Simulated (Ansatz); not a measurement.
# Black phosphorus

Method: LDA in Ansatz (plane waves, PAW).

Cell: relaxed at this level.

interlayer binding energy: 29.1 meV/Å²
layer repeat distance: 5.081 Å
gap between the layers: 2.911 Å

The computed numbers hold no vibrational or temperature effects.

It cost roughly 3 core-minutes of CPU time.

Ansatz is an electronic-structure program.
